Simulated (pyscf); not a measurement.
`[OH][Ge][OH]` [singlet] → `[O]=[GeH][OH]`, a hydrogen shift (singlet surface; H–O broken, Ge–H formed). Optimised with ωB97X-D3(BJ)/def2-SVP in PySCF. MP2 and CC: frozen core, UHF for open shells. ΔMP2 is the change of the MP2 total energy from the triple- to the quadruple-zeta basis. Energies in kcal/mol from the reactant's lowest minimum found.

Small-basis levels: PySCF, no dispersion term, spherical d functions. 

In single points B3LYP/6-31G*+LANL2DZ puts the saddle at 86.5 kcal/mol and the reaction energy at +35.8 kcal/mol. Should these be trusted to within a few kcal/mol? Compare with CCSD(T)/def2-TZVPP + ΔMP2(QZVPP).

CCSD(T)/def2-TZVPP + ΔMP2(QZVPP) gives ΔE‡ = 83.2 kcal/mol and ΔE = +38.3 kcal/mol. B3LYP/6-31G*+LANL2DZ lies 3.3 kcal/mol over it in the barrier and 2.5 kcal/mol under it in the reaction energy, so on this step it does not hold to within 3.0 kcal/mol. CCSD(T)/def2-TZVPP + ΔMP2(QZVPP) has limits of its own. The same reactants have a lower exit, to H₂O + O=Ge: [singlet] (highest point, the separated products, at +38.0 kcal/mol at ωB97M-D3(BJ), against +91.3 kcal/mol here). This is the saddle that the search found; another between the same sides may lie lower. One closed-shell reference is unstable to symmetry breaking; treat the single-reference values with care. The CCSD(T) − MP2 part came from Ansatz, without density fitting, on the same reference. The frozen core leaves the outer d or s,p core shells of the metals and heavy elements correlated in the MP2 and CC values, and def2-TZVPP describes them poorly, which can shift differences by a few kcal/mol. In the def2 sets elements up to Kr have no core potential.
